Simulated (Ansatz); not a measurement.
We consider anatase TiO2 (metastable phase), described by PBE-D3(BJ) (PAW; Ansatz, a first-principles code).

Run with plane-wave cutoff 520 eV, 12×12×12 k mesh, Fermi–Dirac smearing 0.01 eV, no spin polarisation, scalar-relativistic PAW data made under PBE.

The cell is scaled about its equilibrium volume:

Shape and atoms are relaxed at each volume.

```
V (Å³/atom)  P (GPa)  direct gap at Γ (eV)  smallest gap on the k mesh (eV)  c (Å)
-----------  -------  --------------------  -------------------------------  -----
10.985          7.41                 2.636                            2.053  9.283
11.214          3.60                 2.611                            2.086  9.432
11.443          0.00                 2.580                            2.111  9.573
11.672         -3.37                 2.544                            2.126  9.703
11.900         -6.52                 2.504                            2.131  9.823
```

The fundamental gap (2.11 eV at the equilibrium volume, with added k points) lies elsewhere than Γ–Γ.

Note: the bulk modulus comes from volumes at which shape and atoms were relaxed.
